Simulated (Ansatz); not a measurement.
## Scan of HAlB, quartet

Starting geometry (PBE0/def2-TZVP stationary point for this spin, not checked as a minimum):

| atom | x (Å) | y (Å) | z (Å) |
| --- | --- | --- | --- |
| B | 0.0000 | 0.0000 | 1.8170 |
| Al | 0.0000 | 0.0000 | -0.1200 |
| H | 0.0000 | 0.0000 | -1.6970 |

From there the angle named below is changed in its plane at fixed bond lengths, both arms turning rigidly about the middle atom; atoms are numbered as listed. Energies are in kcal/mol, counted from the starting geometry at the same level.

Basis 6-31G; Ansatz 0.2.0. Only valence electrons are correlated (noble-gas cores frozen). Prefix R: restricted or restricted open-shell reference; prefix U: unrestricted.

Full CI is exact within this basis and frozen core; it isn't the basis-set limit. The frozen core follows each run's orbitals, which can shift R against U totals by a few meV.

| angle B1-Al2-H3 (°) | UMP2 |
| --- | --- |
| 71.5 | 27.8 |
| 85.9 | 23.1 |
| 104.0 | 17.1 |
| 119.6 | 12.5 |
| 142.6 | 5.7 |
| 157.7 | 1.9 |
| 180.0 | 0.0 |

Task: Estimate the full CI curve in 6-31G from this one, knowing how UMP2 errs.

Result: The computed full CI values, in kcal/mol from the starting point, and the error of UMP2 against them:
```csv
angle B1-Al2-H3 (°),full CI,UMP2 less full CI
71.5,25.7,2.1
85.9,21.1,2.0
104.0,15.0,2.2
119.6,9.9,2.6
142.6,3.9,1.8
157.7,1.4,0.5
180.0,0.0,0.0
```

The error spans 2.6 kcal/mol and is largest, 2.6 kcal/mol, at 119.6 °.
